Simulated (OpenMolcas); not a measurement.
# C2HF (SMILES C#CF): BMK/cc-pVTZ, part 2 of 2

OpenMolcas 26.06.

## 3. The doublet anion, same level

The input, geom.xyz:

```xyz
4

C     -0.371340     0.450560    -0.298270
C      0.301510    -0.370980     0.244360
F      1.014170    -1.273690     0.813840
H     -0.944340     1.194110    -0.759930
```

The input, job.input:

```
&GATEWAY
BasLib=$CurrDir
Coord=geom.xyz
Basis=cc-pVTZ
Group=NoSym
&SEWARD
GridInput
Grid=UltraFine
End of Grid
&SCF
UHF
Charge=-1
Spin=2
KSDFT=2
1.0 HYB_MGGA_X_BMK
1.0 GGA_C_BMK
PrOrbitals=0
&ALASKA
```

The basis set cc-pVTZ is read from a file made from the Basis Set Exchange's data (not shown).

Run with:

```bash
$ export MOLCAS_MEM=1860
$ pymolcas job.input > job.log
```

What it wrote:

```text
--- Start Module: gateway ---

                                              &GATEWAY

                       available to each process: 1.9 GB of memory, 1 thread

 Basis Set     1 Label: C.CC-PVTZ
 Basis set is read from library:.
 basistype.tbl is not found

 Basis Set     2 Label: F.CC-PVTZ
 Basis set is read from library:.
 basistype.tbl is not found

 Basis Set     3 Label: H.CC-PVTZ
 Basis set is read from library:.
 basistype.tbl is not found

++    Symmetry information:
      ---------------------

                    Character Table for C1

                             E
                    a        1  x, y, xy, Rz, z, xz, Ry, yz, Rx, I
--

++    Basis set information:
      ----------------------

      Basis set label: C.CC-PVTZ.........

      Electronic valence basis set:
      ------------------
      Associated Effective Charge   6.000000 au
      Associated Actual Charge      6.000000 au
      Nuclear Model: Point charge

      Shell  nPrim  nBasis  Cartesian Spherical Contaminant
         s      10       4        X
         p       5       3        X
         d       2       2                 X
         f       1       1                 X

      Basis set label: F.CC-PVTZ.........

      Electronic valence basis set:
      ------------------
      Associated Effective Charge   9.000000 au
      Associated Actual Charge      9.000000 au
      Nuclear Model: Point charge

      Shell  nPrim  nBasis  Cartesian Spherical Contaminant
         s      10       4        X
         p       5       3        X
         d       2       2                 X
         f       1       1                 X

      Basis set label: H.CC-PVTZ.........

      Electronic valence basis set:
      ------------------
      Associated Effective Charge   1.000000 au
      Associated Actual Charge      1.000000 au
      Nuclear Model: Point charge

      Shell  nPrim  nBasis  Cartesian Spherical Contaminant
         s       5       3        X
         p       2       2        X
         d       1       1                 X
--

++    Molecular structure info:
      -------------------------

                    ************************************************
                    **** Cartesian Coordinates / bohr, angstrom ****
                    ************************************************

     Center  Label                x              y              z                     x              y              z
        1      C1              -0.701731       0.851435      -0.563649             -0.371340       0.450560      -0.298270
        2      C2               0.569771      -0.701051       0.461773              0.301510      -0.370980       0.244360
        3      F3               1.916504      -2.406925       1.537935              1.014170      -1.273690       0.813840
        4      H4              -1.784544       2.256541      -1.436060             -0.944340       1.194110      -0.759930

                    ***************************************
                    *    InterNuclear Distances / bohr    *
                    ***************************************

               1 C1            2 C2            3 F3            4 H4
    1 C1       0.000000
    2 C2       2.253535        0.000000
    3 F3       4.678538        2.425246        0.000000
    4 H4       1.976843        4.229884        6.655097        0.000000

                    *******************************************
                    *    InterNuclear Distances / angstrom    *
                    *******************************************

               1 C1            2 C2            3 F3            4 H4
    1 C1       0.000000
    2 C2       1.192519        0.000000
    3 F3       2.475776        1.283385        0.000000
    4 H4       1.046100        2.238358        3.521725        0.000000

                    **************************************
                    *    Valence Bond Angles / degree    *
                    **************************************
                          Atom centers                 Phi
                      2 C2       1 C1       4 H4       178.25
                      1 C1       2 C2       3 F3       178.83

           ***************************************************************
           *              Valence Dihedral Angles / degree               *
           ***************************************************************
                    Atom centers                       Phi1     Phi2     Theta
           3 F3       2 C2       1 C1       4 H4        178.83   178.25  -171.63
--

            Nuclear Potential Energy             55.58871867 au

--- Stop Module: gateway /rc=_RC_ALL_IS_WELL_ ---

--- Start Module: seward ---

                                              &SEWARD

                       available to each process: 1.9 GB of memory, 1 thread

               SEWARD will generate:
                  Multipole Moment integrals up to order  2
                  Kinetic Energy integrals
                  Nuclear Attraction integrals (point charge)
                  One-Electron Hamiltonian integrals
                  Velocity integrals
                  Orbital angular momentum around (  0.7505  -0.9464   0.6033 )
                  Velocity quadrupole around (  0.7505  -0.9464   0.6033 )
                  Two-Electron Repulsion integrals

                   Integrals are discarded if absolute value <: 1.00E-14
                   Integral cutoff threshold is set to       <: 1.00E-16

            Nuclear Potential Energy             55.58871867 au

      Basis set specifications :
      Symmetry species         a
      Basis functions          104

[... 23 lines left out ...]
      Nuclear repulsion energy =   55.58871867
[... 63 lines left out ...]
++ Convergence information
                               UHF [...]      iterations: Energy and convergence statistics
[... 24 lines left out ...]
       Convergence after  20 Iterations
[... 3 lines left out ...]
 *                                             SCF/KS-DFT Program, Final results                                             *
 *                                                       Final Results                                                       *
[... 37 lines left out ...]
      Title: Natural orbitals
[... 21 lines left out ...]
[... 103 lines of this table left out ...]
      104 H4     3d2+      -0.0359   -0.0137   -0.0073   -0.0174   -0.0468   -0.0014   -0.0098    0.0161    0.0354    0.0100

          Orbital           31        32        33        34        35        36        37        38        39        40
          Energy            1.4448    0.9531    1.3149    0.8596    2.7180    0.8601    1.6186    1.2984    1.1396    2.5321
          Occ. No.          0.0000    0.0000    0.0000    0.0000    0.0000    0.0000    0.0000    0.0000    0.0000    0.0000

[... 103 lines of this table left out ...]
      104 H4     3d2+      -0.0216    0.0004    0.0188   -0.0057    0.0398    0.0031    0.0132    0.0257   -0.0208    0.0042

          Orbital           41        42        43        44        45        46        47        48        49        50
          Energy            1.4643    2.8641    1.6921    3.6629    1.7490    1.8206    1.9682    4.9136    2.0101    1.9288
          Occ. No.          0.0000    0.0000    0.0000    0.0000    0.0000    0.0000    0.0000    0.0000    0.0000    0.0000

[... 103 lines of this table left out ...]
      104 H4     3d2+      -0.0020    0.1378    0.0160    0.2092   -0.0069    0.0387    0.0222   -0.0284   -0.0023    0.0299

          Orbital           51        52        53        54        55        56        57        58        59        60
          Energy            2.7087    2.9991    2.6885    4.2562    4.2106    3.3168    7.5541    2.6000    2.3184    2.3346
          Occ. No.          0.0000    0.0000    0.0000    0.0000    0.0000    0.0000    0.0000    0.0000    0.0000    0.0000

[... 103 lines of this table left out ...]
      104 H4     3d2+      -0.0284    0.0294   -0.0033    0.2824   -0.2195   -0.1056   -0.1026    0.0750    0.0509   -0.0301

          Orbital           61        62        63        64        65        66        67        68        69        70
          Energy            5.0017   12.3774    3.6728    2.7586    4.0508    2.2107    6.7769    3.8402    3.1707    4.7616
          Occ. No.          0.0000    0.0000    0.0000    0.0000    0.0000    0.0000    0.0000    0.0000    0.0000    0.0000

[... 103 lines of this table left out ...]
      104 H4     3d2+      -0.2305    0.0146   -0.0049    0.0784    0.6144   -0.0701   -0.1701    0.3228    0.0073    0.4084

          Orbital           71        72        73        74        75        76        77        78        79        80
          Energy            3.8122    3.5996    4.8980    2.7659    9.8915    3.2784    7.2301    9.1032    3.6158    6.6382
          Occ. No.          0.0000    0.0000    0.0000    0.0000    0.0000    0.0000    0.0000    0.0000    0.0000    0.0000

[... 103 lines of this table left out ...]
      104 H4     3d2+       0.0095    0.1711   -0.0497   -0.0121   -0.0200    0.1457   -0.0309   -0.0160    0.2388    0.1135

          Orbital           81        82        83        84        85        86        87        88        89        90
          Energy            5.9612    2.9787    5.7856    9.0463    7.2838    8.0702    5.1830    2.7860    3.1803    6.0130
          Occ. No.          0.0000    0.0000    0.0000    0.0000    0.0000    0.0000    0.0000    0.0000    0.0000    0.0000

[... 103 lines of this table left out ...]
      104 H4     3d2+       0.8988   -0.0715   -0.1097    0.0494   -0.0073    0.0838   -0.6000   -0.0098    0.1132    0.3984

          Orbital           91        92        93        94        95        96        97        98        99
          Energy            5.3836    3.1740    8.6077    4.3542    3.2950    6.2619    3.2951    8.6078    3.2124
          Occ. No.          0.0000    0.0000    0.0000    0.0000    0.0000    0.0000    0.0000    0.0000    0.0000

[... 103 lines of this table left out ...]
      104 H4     3d2+       0.2727    0.0086   -0.0078   -0.3189   -0.0601   -0.1727    0.0665   -0.0027    0.0069
--

++    Molecular properties:
      ---------------------

      Charge (e):
                      =   -1.0000
      Dipole Moment (debye):
      Origin of the operator (angstrom)=    0.3972   -0.5008    0.3192
                   X=  3.9096E+00               Y= -5.0490E+00               Z=  3.1408E+00           Total=  7.1163E+00
      Center of Charge (angstrom)
                     X=   -0.41678037               Y=    0.55034258               Z=   -0.33464672
      Quadrupole Moment (debye*angstrom):
      Origin of the operator (angstrom)=    0.3972   -0.5008    0.3192
                  XX= -2.9780E+01              XY=  9.7601E+00              XZ= -6.2108E+00              YY= -3.4508E+01
                  YZ=  7.8881E+00              ZZ= -2.7119E+01
      In traceless form (debye*angstrom)
                  XX=  1.0331E+00              XY=  1.4640E+01              XZ= -9.3162E+00              YY= -6.0586E+00
                  YZ=  1.1832E+01              ZZ=  5.0255E+00
--

--- Stop Module: scf /rc=_RC_ALL_IS_WELL_ ---
--- Module scf spent 1 minute 19 seconds ---

--- Start Module: alaska ---

                                              &ALASKA

                       available to each process: 1.9 GB of memory, 1 thread

                     Threshold for contributions to the gradient: 1.000E-07

                    ********************************************
                    * Symmetry Adapted Cartesian Displacements *
                    ********************************************

           Irreducible representation : a
           Basis function(s) of irrep: x, y, xy, Rz, z, xz, Ry, yz, Rx, I

 Basis Label        Type   Center Phase
   1   C1           x         1     1
   2   C1           y         1     1
   3   C1           z         1     1
   4   C2           x         2     1
   5   C2           y         2     1
   6   C2           z         2     1
   7   F3           x         3     1
   8   F3           y         3     1
   9   F3           z         3     1
  10   H4           x         4     1
  11   H4           y         4     1
  12   H4           z         4     1

                     No automatic utilization of translational and rotational invariance of the energy is employed.

 Rotational correction to the DFT gradient is turned off due to close-to-degeneracy problems!

 DFT contribution computed for a moving grid.

 Conventional ERI gradients!

 **************************************************
 *              Molecular gradients               *
 **************************************************

  Irreducible representation: a
 ------------------------------------------------------------------------------------------
                              X                       Y                       Z
 ------------------------------------------------------------------------------------------
  C1               -6.41365444424125E-03    4.36137618178023E-03   -5.11894781250000E-03
  C2                1.20102262544135E-02   -1.59346715059137E-02    8.01710404800104E-03
  F3               -2.69433413342171E-02    3.56665451409928E-02   -2.05593122146661E-02
  H4                2.13467695238128E-02   -2.40932498168350E-02    1.76611559791685E-02
 ------------------------------------------------------------------------------------------

--- Stop Module: alaska /rc=_RC_ALL_IS_WELL_ ---
--- Module alaska spent 6 seconds ---

.##################.
.# Happy landing! #.
.##################.

    Timing: Wall=89.33 User=84.09 System=5.19
```

Run time: 90 s. Hardware: 1 thread of Arm Neoverse V1, shared host; peak memory 0.59 GiB.

## 4. Outcome

What follows sums up all 2 parts.

Level: BMK/cc-pVTZ.

```
                                         quantity          value
                       singlet C2HF: total energy  -176.51449 Eh
                      singlet C2HF: dipole moment         0.71 D
                        singlet C2HF: HOMO energy       -9.11 eV
                        singlet C2HF: LUMO energy        2.38 eV
                      singlet C2HF: HOMO–LUMO gap       11.48 eV
           singlet C2HF: largest force on an atom     0.878 eV/Å
                      doublet anion: total energy  -176.39215 Eh
doublet anion: HOMO energy (highest over α and β)        4.62 eV
 doublet anion: LUMO energy (lowest over α and β)        7.41 eV
                              doublet anion: ⟨S²⟩          0.751
vertical electron affinity (to the doublet anion)      -3.329 eV
```

What this shows: This program's gradients are faulty for this kind of reference, so any forces in the log (doublet anion) can't be trusted; the energy can. The anion lies 3.33 eV (321 kJ/mol) above the neutral: the electron isn't bound at this level, and such a value depends on the basis. Without diffuse functions anions come out too high. The largest force (singlet C2HF) is 0.88 eV/Å: the shape isn't a stationary point for this species at this level. Mulliken charges (singlet C2HF) run from -0.25 on C1 to +0.25 on H4; they depend strongly on the basis. Mulliken charges (doublet anion) run from -1.09 on H4 to +0.80 on C2; they depend strongly on the basis. The HOMO (doublet anion) lies at positive energy, 4.62 eV; only total energies tell whether the electron is bound.
